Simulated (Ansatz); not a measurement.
A first try at a ladder of basis sets of BClH2N, SMILES N[B]Cl, using the Ansatz DFT code, driven from Python.

Notebook, run cell by cell (the value of a cell's last expression is shown):

**Cell 1**
```python
import ansatz as az
from ase import Atoms
```

**Cell 2**
```python
SETTINGS = {
    "functional": "PBE0",
    "filling": "fermi_dirac",
    "smearing_width": 0.1,
}
```

**Cell 3**
```python
atoms = Atoms(["N", "B", "Cl", "H", "H"], positions=[
    [-0.5353, 0.2392, -0.4936],
    [-0.2704, -0.7275, 0.588],
    [1.4335, -1.289, 0.8652],
    [-0.8983, 1.1408, -0.0356],
    [0.3204, 0.5628, -0.9654],
])
mol = az.Crystal.molecule_from_ase(atoms)
```

**Cell 4**
```python
setup = (
    mol.calculation()
    .functional(SETTINGS["functional"])
    .spin("collinear", total=1)
    .occupations(SETTINGS["filling"], width=SETTINGS["smearing_width"])
)

energies = {}
for basis in ["cc-pVDZ", "cc-pVTZ"]:
    rep = setup.basis(gaussian=basis).run(threads=1).report
    size = rep["n_frozen"] + rep["n_occupied"][0] + rep["n_virtual"][0]
    energies[basis] = (rep["reference_energy_ev"] / 27.211386246, rep["free_energy_ev"] / 27.211386246)
    print(f"{basis:14s} {size:4d} orbitals  reference {energies[basis][0]:14.6f} Ha  total {energies[basis][1]:14.6f} Ha")
```
Output:
```text
Traceback (most recent call last):
  File "<cell 4>", line 10, in <module>
    rep = setup.basis(gaussian=basis).run(threads=1).report
          ~~~~~~~~~~~~~~~~~~~~~~~~~~~~~~~^^^^^^^^^^^
  ...
ansatz.RefusalError: invalid value for `basis.gaussian`: such a run doesn't read scf.occupations; remove what it names
```

Find the fault and give the corrected session.

The fault: in this program a Gaussian-basis run takes no smearing. Mended:

```diff
--- before
+++ after
@@
     "functional": "PBE0",
-    "filling": "fermi_dirac",
-    "smearing_width": 0.1,
 }
@@
     .spin("collinear", total=1)
-    .occupations(SETTINGS["filling"], width=SETTINGS["smearing_width"])
 )
```

Notebook, run cell by cell (the value of a cell's last expression is shown):

(earlier cells as before)

In [2]:
```python
SETTINGS = {
    "functional": "PBE0",
}
```

In [3]:
```python
atoms = Atoms(["N", "B", "Cl", "H", "H"], positions=[
    [-0.5353, 0.2392, -0.4936],
    [-0.2704, -0.7275, 0.588],
    [1.4335, -1.289, 0.8652],
    [-0.8983, 1.1408, -0.0356],
    [0.3204, 0.5628, -0.9654],
])
mol = az.Crystal.molecule_from_ase(atoms)
```

In [4]:
```python
setup = (
    mol.calculation()
    .functional(SETTINGS["functional"])
    .spin("collinear", total=1)
)

energies = {}
for basis in ["cc-pVDZ", "cc-pVTZ"]:
    rep = setup.basis(gaussian=basis).run(threads=1).report
    size = rep["n_frozen"] + rep["n_occupied"][0] + rep["n_virtual"][0]
    energies[basis] = (rep["reference_energy_ev"] / 27.211386246, rep["free_energy_ev"] / 27.211386246)
    print(f"{basis:14s} {size:4d} orbitals  reference {energies[basis][0]:14.6f} Ha  total {energies[basis][1]:14.6f} Ha")
```
```text
cc-pVDZ          56 orbitals  reference    -540.755180 Ha  total    -540.755180 Ha
cc-pVTZ         122 orbitals  reference    -540.793957 Ha  total    -540.793957 Ha
```

In [5]:
```python
last = energies["cc-pVTZ"][1]
for basis, (_, total) in energies.items():
    print(f"{basis:14s} lies {27.211386 * (total - last):9.4f} eV above cc-pVTZ")
```
```text
cc-pVDZ        lies    1.0552 eV above cc-pVTZ
cc-pVTZ        lies    0.0000 eV above cc-pVTZ
```

Reading the output:
- The drop along the ladder measures the basis error, and is no property of the molecule.
- The geometry is a force-field or estimated start, not a minimum of this method, and the last set is no limit. Much of the fall in a total is atomic energy, which cancels in bond and reaction energies.
- The run takes the species as open-shell (spin multiplicity 2), which needn't be its ground state.
- For Al to Cl the sets with a tight d function, cc-pV(X+d)Z, are usual.
- Finished in 6.3 s on 1 thread of Arm Neoverse V1 (shared host), peak memory 0.3 GiB.
